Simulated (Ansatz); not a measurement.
Geometry optimisation, Ansatz, RKS PBE/def2-SVP.

Input:

```yaml
crystal:
  periodic: [false, false, false]
  atoms:
    - { symbol: Al, position_ang: [0.0, 0.0, 0.0] }
    - { symbol: H, position_ang: [0.0, 0.0, 1.56] }
    - { symbol: Cl, position_ang: [1.9312, 0.0, -1.115] }
    - { symbol: Cl, position_ang: [-1.9312, 0.0, -1.115] }
basis:
  gaussian: { orbitals: def2-SVP }
hamiltonian:
  xc: pbe
relax:
  f_tol: 0.02
  max_steps: 40
```

Command:

```bash
$ ansatz run input.yaml --threads 1 --pin off --max-ram 2048MiB --backend cpu --events-out ev --progress --plain --runs-dir out
```

Task: Where does it end, and by what steps?

Result: The forces met the threshold. After 3 steps the energy has fallen by 0.224 eV; Cl3 moved furthest, 0.12 Å.

```json
{"step": "0", "energy less start (eV)": "0.0000", "largest force component (eV/Å)": "1.758", "accepted": "yes"}
{"step": "1", "energy less start (eV)": "-0.2138", "largest force component (eV/Å)": "0.491", "accepted": "yes"}
{"step": "2", "energy less start (eV)": "-0.2240", "largest force component (eV/Å)": "0.076", "accepted": "yes"}
{"step": "3", "energy less start (eV)": "-0.2244", "largest force component (eV/Å)": "0.006", "accepted": "yes"}
```

```xyz
4
Properties=species:S:1:pos:R:3
Al 0.000 0.000 -0.022
H 0.000 0.000 1.557
Cl 1.808 0.000 -1.103
Cl -1.808 0.000 -1.103
```

Whether the end is a true minimum wasn't checked by a vibrational analysis.

The run took 4.5 s on 1 thread of AMD EPYC 7B13 (Zen 3), with other jobs on the host, peak memory 0.12 GiB.
